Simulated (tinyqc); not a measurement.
Inside a calculation. Method: Pariser-Parr-Pople SCF with singles CI, for the molecule C=CC=CC=C (SMILES; centres numbered as the heavy atoms are written). One step of it, computed by the program tinyqc.

Problem. Iteration 2: orbitals and new P. Diagonalise F (the basis is taken as orthonormal) and form P = 2 sum c c over the lowest orbitals; 0.3 of the old P is kept.

F (eV):
```
           1C         2C         3C         4C         5C         6C
1C  -7.155000  -5.680492   0.000000   0.675187   0.000000  -0.293145
2C  -5.680492  -7.155000  -4.026305   0.000000   0.127368   0.000000
3C   0.000000  -4.026305  -7.155000  -5.394951   0.000000   0.675187
4C   0.675187   0.000000  -5.394951  -7.155000  -4.026305   0.000000
5C   0.000000   0.127368   0.000000  -4.026305  -7.155000  -5.680492
6C  -0.293145   0.000000   0.675187   0.000000  -5.680492  -7.155000
```

pi electrons, sum of z_r less the charge = 6

P after iteration 1:
```
           1C         2C         3C         4C         5C         6C
1C   1.000000   0.892714   0.000000  -0.370102   0.000000   0.254587
2C   0.892714   1.000000   0.444079   0.000000  -0.069834   0.000000
3C   0.000000   0.444079   1.000000   0.815246   0.000000  -0.370102
4C  -0.370102   0.000000   0.815246   1.000000   0.444079   0.000000
5C   0.000000  -0.069834   0.000000   0.444079   1.000000   0.892714
6C   0.254587   0.000000  -0.370102   0.000000   0.892714   1.000000
```

Give: orbital energies; P after iteration 2.

Solution.

orbital energies (eV): -15.4621  -13.7387  -10.9923  -3.3177  -0.5713  1.1521

P after iteration 2:
```
         1C       2C       3C       4C       5C       6C
1C   1.0000   0.9062   0.0000  -0.3567   0.0000   0.2249
2C   0.9062   1.0000   0.4176   0.0000  -0.0600   0.0000
3C   0.0000   0.4176   1.0000   0.8351   0.0000  -0.3567
4C  -0.3567   0.0000   0.8351   1.0000   0.4176   0.0000
5C   0.0000  -0.0600   0.0000   0.4176   1.0000   0.9062
6C   0.2249   0.0000  -0.3567   0.0000   0.9062   1.0000
```
